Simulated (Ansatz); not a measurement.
A run of Ansatz (development build ahead of 0.2.0) on singlet CH3F at this shape:

```csv
atom,x (Å),y (Å),z (Å)
C,-0.0144,-0.0466,-0.6295
F,-0.0296,-0.0257,0.7758
H,0.0243,-1.0750,-0.9768
H,-0.9243,0.5199,-1.0386
H,0.9044,0.4687,-1.0010
```

Its results:

- Converged: yes
- Total energy: -139.04076 hartree
- Spin squared of the determinant: 0.000

Which input gives this output? Name the method, the orbitals and the basis set, and write the input.

RHF in cc-pVDZ. An unrestricted run that stays on the closed shell gives the same numbers.

```yaml
crystal:
  periodic: [false, false, false]
  atoms:
    - { symbol: C, position_ang: [-0.0144, -0.04665, -0.62951] }
    - { symbol: F, position_ang: [-0.02959, -0.02568, 0.77575] }
    - { symbol: H, position_ang: [0.02433, -1.07497, -0.97681] }
    - { symbol: H, position_ang: [-0.92433, 0.51986, -1.03858] }
    - { symbol: H, position_ang: [0.90441, 0.46873, -1.001] }
basis:
  gaussian: { orbitals: cc-pVDZ }
hamiltonian:
  xc: hf
```
